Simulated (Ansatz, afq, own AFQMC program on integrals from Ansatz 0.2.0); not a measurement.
Integrals from Ansatz 0.2.0, then the random walk in our own AFQMC program (afq).

```yaml
crystal:
  periodic: [false, false, false]
  atoms:
    - {symbol: Si, position_ang: [0.000000, 0.000000, 0.000000]}
basis:
  gaussian: {orbitals: cc-pVDZ}
magnetization: {spin_polarized: true, initial_magnetization: 2}
correlation: {method: ccsd_t, electrons: outside_noble_gas, hamiltonian_folder: ham}
```

```sh
$ ansatz run in.yaml --threads 1 --pin off --events-out ev --progress --plain --max-ram 24576MiB --backend cuda --devices 0, --max-vram 18GiB
```

Options of the walk:

```
--method free --trial cisd --walkers 4000 --time-step 0.03 --max-blocks 4000 --target-error 0.00014 --factor-cut 1e-05 --seed 8390 --times 0,0.3,0.6,1.2,1.8,2.4,3.6,4.8,6 --taylor-order 8
```

Times are imaginary, in 1/Eh. The walk had a cap of 61 s.

afq prints:

```
orbitals 13  electrons 3 1  factors 69 of 100
reference energy -288.85007644 Eh
CCSD correlation -0.06401401 Eh in 9 cycles, weight of the determinant in the CISD state 0.9385
repeat  energy at the last time / Eh  error
    10  -288.915540  0.000020
    20  -288.915526  0.000012
    30  -288.915530  0.000009
time / (1/Eh)  energy / Eh  error  mean overlap
  0.00  -288.914089  0.000001  1.0656
  0.30  -288.914680  0.000004  1.0660
  0.60  -288.915021  0.000005  1.0665
  1.20  -288.915340  0.000007  1.0675
  1.80  -288.915445  0.000010  1.0685
  2.40  -288.915492  0.000009  1.0694
  3.60  -288.915534  0.000009  1.0684
  4.80  -288.915535  0.000009  1.0690
  6.00  -288.915528  0.000009  1.0727
energy -288.915528 +/- 0.000009 Eh
```

The run passed its tests (error under three times the target), which doesn't prove that it has relaxed.

Against this walk (error 0.3 meV) on the same determinant: CCSD(T) 12.0 meV higher, CCSDT(Q) 0.2 meV higher (within the noise), full CI 0.2 meV lower (within the noise). The error is statistical, and a free projection of finite length keeps a remainder of its start.

Cautions: remainder of the start not in the error.

The walk took 12 s on 1 × NVIDIA H100 80GB HBM3 with 2 threads of AMD EPYC 7R13 Processor (Zen 3), on a shared host (the card was shared). The log's last line is the free-projection energy.

CCSDT and higher add their correlation energy to the determinant of the CCSD(T) run, since their own runs factorise the integrals more tightly (a shift of under 2 meV). A walk keeps the symmetry of its determinant, which the program's search chose and which needn't be the lowest solution, so a lower state of the same spin and another symmetry isn't excluded.
